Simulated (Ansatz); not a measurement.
# AlSiH (quintet): from Hartree-Fock to the top rungs, cc-pVDZ

How much of the correlation energy of AlSiH (quintet) does each wave-function method recover here?

Computed with Ansatz 0.2.0, Gaussian basis. Level: cc-pVDZ, core rule «outside noble gas», up to 10 orbitals frozen.

The runs, in order: UHF; CCSD(T) on ROHF; CCSD(T) on UHF; BCCD(T) on ROHF; CISD as a restricted active space (open shells left free, so some higher excitations enter); CCSDT(Q) on ROHF; CCSDT(Q) on UHF; CASSCF and MRCISD+Q, 8 electrons in 9 orbitals; CASSCF and NEVPT2, 8 electrons in 9 orbitals.

25 further runs of the same task are left out: 4 for a known fault of the program, 6 that didn't finish, 15 set aside as unsound or not needed. Runs told in other sessions of the task aren't counted.

## Step 1: The system

The geometry is a PBE0/def2-TZVP stationary point (not a proven minimum) of the parent state, kept for this charge and spin.

3 atoms, charge 0, spin multiplicity 5.

Atoms are counted from 1 here; the program's logs count them from 0.

Bond lengths: Si1–Al2 2.333 Å, Al2–H3 1.599 Å. Angles: Si1–Al2–H3 180.0°.

As a file:

```xyz
3

Si    0.0000    0.0000    2.0886
Al    0.0000    0.0000   -0.2449
H     0.0000    0.0000   -1.8437
```

## Step 2: UHF

in.yaml

```yaml
crystal:
  periodic: [false, false, false]
  atoms:
    - {symbol: Si, position_ang: [0.000000, 0.000000, 2.088600]}
    - {symbol: Al, position_ang: [0.000000, 0.000000, -0.244867]}
    - {symbol: H, position_ang: [0.000000, 0.000000, -1.843733]}
basis:
  gaussian: {orbitals: cc-pVDZ}
magnetization: {spin_polarized: true, initial_magnetization: 4}
hamiltonian: {xc: hf}
output: {orbitals: {seedname: orbitals}}
```

Run with:

```bash
$ ansatz run in.yaml --threads 1 --pin off --events-out ev --progress --plain --max-ram 2393MiB
```

Further steps of the session: CCSD(T) on ROHF; CCSD(T) on UHF; BCCD(T) on ROHF; CISD as a restricted active space (open shells left free, so some higher excitations enter); CCSDT(Q) on ROHF; CCSDT(Q) on UHF; CASSCF and MRCISD+Q, 8 electrons in 9 orbitals; CASSCF and NEVPT2, 8 electrons in 9 orbitals.

**Question.** What will the summary of the whole plan be? Wanted: UCCSDT(Q) from the RHF energy; RMP2 from UCCSDT(Q); UMP2 from UCCSDT(Q); RCCSD from UCCSDT(Q); RCCSD(T) from UCCSDT(Q); UCCSD(T) from UCCSDT(Q); RCCSDT(Q) from UCCSDT(Q); NEVPT2 valence from UCCSDT(Q); MRCISD+Q valence from UCCSDT(Q).

The runs gave:

| quantity | value |
| --- | --- |
| UCCSDT(Q) from the ROHF energy | -3.6351 eV |
| RMP2 from UCCSDT(Q) | +22.07 kcal/mol |
| UMP2 from UCCSDT(Q) | +22.77 kcal/mol |
| RCCSD from UCCSDT(Q) | +3.63 kcal/mol |
| RCCSD(T) from UCCSDT(Q) | +0.99 kcal/mol |
| UCCSD(T) from UCCSDT(Q) | +1.01 kcal/mol |
| RCCSDT(Q) from UCCSDT(Q) | +0.01 kcal/mol |
| NEVPT2 valence from UCCSDT(Q) | +16.62 kcal/mol |
| MRCISD+Q valence from UCCSDT(Q) | +0.13 kcal/mol |
| levels within 1 kcal/mol (43 meV) | RCCSD(T), BCCD(T), RCCSDT, UCCSDT, RCCSDT(Q), MRCISD+Q valence |
| T1 diagnostic | 0.034 |
| effectively unpaired electrons | 4.02 |

What this shows: RCCSD(T) lands +0.99 kcal/mol from the yardstick (1.2 % of the correlation energy). One determinant dominates. Of the multireference levels listed MRCISD+Q valence comes nearest in total energy (+0.13 kcal/mol), which doesn't show that its space is the better one. These misses are within one basis, not against nature; the frozen cores of restricted and unrestricted runs differ, which can shift their rows.

With open shells the CI space here admits some higher excitations, so it is larger than plain CISD.
